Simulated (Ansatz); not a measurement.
Cartesian coordinates (Å):
```xyz
8

C     -1.0302    -0.1056     0.0743
O      0.2520    -0.7588     0.0212
C      1.3118     0.0493    -0.0903
O      1.2794     1.2464    -0.1483
H     -1.7609    -0.9037     0.1633
H     -1.1981     0.4711    -0.8340
H     -1.0796     0.5599     0.9348
H      2.2255    -0.5586    -0.1210
```
Charge +1, spin multiplicity 2.

Calculation: frozen-core CCSD(T)/cc-pVTZ // B3LYP-D3(BJ)/def2-TZVP run with Ansatz (a first-principles code). The geometry is that of the parent before the electron was removed.

```yaml
HF energy: -227.52572 Ha
MP2 correlation energy: -0.73254 Ha
```

### Question
Estimate the CCSD correlation energy, the (T) correction, the total energy and the T1 diagnostic.

### Answer

```yaml
CCSD correlation energy: -0.76543 Ha
"(T) correction": -0.03150 Ha
CCSD(T) total energy: -228.32265 Ha
T1 diagnostic: 0.025
```
